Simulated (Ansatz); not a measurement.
**HSiCl, singlet: vertical spin and charge gaps**

Geometry (PBE0/def2-TZVP stationary point for this spin, not checked as a minimum):

```xyz
3

Si    0.0000   -0.0890    1.1358
Cl    0.0000    0.0300   -0.9381
H     0.0000    1.4253    1.3486
```

Basis cc-pVDZ; Ansatz 0.2.0. Correlated methods freeze the noble-gas cores. R marks a restricted (for open shells ROHF) determinant, U an unrestricted one. Active spaces: valence = (12e, 9o) chosen from the atoms' valence shells.

Gaps are energies of the second state less the first, at fixed atoms, for a selection of the levels run; each method lands on the state that its own search finds for that charge and spin.

Unrestricted rows (U, and Kohn–Sham where it breaks symmetry) aren't spin-pure: their determinants' ⟨S²⟩ exceeds S(S+1) by up to 0.23, so they mix in states of higher spin. A value is left out where its run failed or describes another state than the reference as far as symmetry and spin tell, or, spin-broken singlets apart, can't be checked.

Removing an electron, to the doublet: 9.232 eV at RCCSDTQ.

```
                   level  gap (eV)  error (meV)  ⟨S²⟩ where 0.1 over S(S+1) (first / second)
                     RHF     8.793         -439                                        – / –
                     UHF     8.710         -522                                     0.23 / –
                    RMP2     9.205          -27                                        – / –
                    CISD     9.208          -24                                        – / –
                   RCCSD     9.294           62                                        – / –
                RCCSD(T)     9.246           14                                        – / –
                 BCCD(T)     9.248           16                                        – / –
                  RCCSDT     9.233            1                                        – / –
               RCCSDT(Q)     9.234            2                                        – / –
  CASSCF (valence space)     8.507         -725                                        – / –
  NEVPT2 (valence space)     9.056         -176                                        – / –
  MRCISD (valence space)     9.144          -88                                        – / –
MRCISD+Q (valence space)     9.233            1                                        – / –
                     PBE     9.185          -47                                        – / –
                  r2SCAN     9.248           16                                        – / –
                    PBE0     9.349          117                                        – / –
                   B3LYP     9.377          145                                        – / –
                 wB97M-V     9.451          219                                        – / –
                  B2PLYP     9.270           38                                        – / –
                 RPA-PBE     9.320           88                                        – / –
```

Triplet less singlet: 1.662 eV at RCCSDTQ.

| level | gap (eV) | error (meV) | ⟨S²⟩ where 0.1 over S(S+1) (first / second) |
| --- | --- | --- | --- |
| RHF | 1.119 | -543 | – / – |
| UHF | 1.092 | -570 | 0.23 / – |
| RMP2 | 1.544 | -118 | – / – |
| CISD | 1.527 | -135 | – / – |
| RCCSD | 1.649 | -13 | – / – |
| RCCSD(T) | 1.663 | 1 | – / – |
| BCCD(T) | 1.664 | 2 | – / – |
| RCCSDT | 1.660 | -2 | – / – |
| RCCSDT(Q) | 1.663 | 1 | – / – |
| CASSCF (valence space) | 1.556 | -106 | – / – |
| NEVPT2 (valence space) | 1.601 | -61 | – / – |
| MRCISD (valence space) | 1.646 | -16 | – / – |
| MRCISD+Q (valence space) | 1.657 | -5 | – / – |
| PBE | 1.494 | -168 | – / – |
| r2SCAN | 1.302 | -360 | – / – |
| PBE0 | 1.471 | -191 | – / – |
| B3LYP | 1.667 | 5 | – / – |
| wB97M-V | 1.886 | 224 | – / – |
| B2PLYP | 1.658 | -4 | – / – |
| RPA-PBE | 1.758 | 96 | – / – |

In so small a basis the reference is far from its limit while semilocal and hybrid functionals are nearer theirs (RPA and double hybrids share much of the reference's basis error), so the functionals' errors here hold much of the reference's basis and frozen-core error, which can add to them or hide them.

Full CI isn't at hand for all of this; RCCSDTQ serves as the reference, and is uncertain by about the last step of the cluster series. The frozen core follows each run's orbitals, which can shift R against U totals by a few meV.
